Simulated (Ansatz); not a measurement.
Molecule: sulfur monoxide, SO, net charge 0, triplet state. 
Structure (B3LYP-D3(BJ)/def2-TZVP (Ansatz, a program for electronic structure) minimum search):
```xyz
2

O      0.0000     0.0000    -0.9933
S      0.0000     0.0000     0.4966
```
Charge 0, spin multiplicity 3.

Total electronic energies in hartree. Valence correlation only, unless marked. UHF or UKS for open shells. No spin-orbit coupling. No relativistic terms. CBS marks a two-point X^-3 extrapolation of the correlation energy; Hartree-Fock from the larger set (for Q and 5 zeta extrapolated as (X+1)exp(-9√X)). The bracket is a focal-point correction in the basis named.

```json
[
 {"level": "HF/def2-QZVPP", "program": "Ansatz", "energy (Eh)": "-472.41966"},
 {"level": "B3LYP/def2-TZVPD", "program": "Ansatz", "energy (Eh)": "-473.43119"},
 {"level": "LC-wPBE-D4/def2-TZVPD", "program": "Ansatz + dftd4", "energy (Eh)": "-473.25046"},
 {"level": "MP2/CBS(cc-pV(Q+d)Z,cc-pV(5+d)Z)", "program": "Ansatz", "energy (Eh)": "-472.8553"},
 {"level": "SCS-MP2/aug-cc-pV(D+d)Z", "program": "Ansatz", "energy (Eh)": "-472.66970"},
 {"level": "CCSD/def2-SVPD", "program": "Ansatz", "energy (Eh)": "-472.48831"},
 {"level": "CCSD(T)/aug-cc-pV(T+d)Z", "program": "Ansatz", "energy (Eh)": "-472.82669"},
 {"level": "RI-MP2/CBS(def2-TZVPP,def2-QZVPP)+[CCSD(T)-MP2]/def2-SVP", "program": "Ansatz", "energy (Eh)": "-472.8706"},
 {"level": "CCSD(T)/CBS(cc-pV(Q+d)Z,cc-pV(5+d)Z)", "program": "Ansatz", "energy (Eh)": "-472.8811"}
]
```

Totals of different functionals don't rank their quality; only differences between species are comparable.
